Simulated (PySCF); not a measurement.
# C3H5ClO (Propionyl Chloride): the cost of one run

Computed with PySCF 2.14.0, with density-fitted response routines of our own, on a single molecule in the gas phase. Atoms are numbered from 0 throughout.

## (1) Starting geometry

10 atoms, charge 0, multiplicity 1; geometry from: GFN2-xTB. The atoms were then displaced at random by about 0.01 Å, so the start is not that level's minimum.

Bonds of the start (Å): C0–C1 1.52, C1–C2 1.48, C2–O3 1.19, C2–Cl4 1.79, C0–H5 1.12, C0–H6 1.08, C0–H7 1.07, C1–H8 1.11, C1–H9 1.08.

## (2) Optimising the geometry at PBE0-D3(BJ)/def2-SVP

Job settings and geometry (Å):

```
{"job": {"xc": "PBE0", "basis": "def2-SVP", "d3": "d3bj", "grid": 1, "shake": 0.01, "kind": "geom"}, "charge": 0, "multiplicity": 1}
C     -1.148530    -0.419670    -0.061120
C      0.032450     0.530250    -0.125410
C      1.279560    -0.187110     0.206880
O      1.490280    -1.317190     0.503140
Cl     2.701800     0.901090     0.129440
H     -2.076210     0.157120    -0.323760
H     -1.270790    -0.810830     0.933230
H     -1.031190    -1.212990    -0.767850
H     -0.077270     1.372980     0.594070
H      0.150330     0.965420    -1.109660
```

Run with:

```bash
$ OMP_NUM_THREADS=1 python probes_run.py task.json out
```

One launch serves the whole session: the jobs run in the order shown.

**Question.** How long does this first job take on 1 thread of Arm Neoverse V2, shared host, and how much memory does it need?

About 29 s, with a peak of 0.41 GiB.
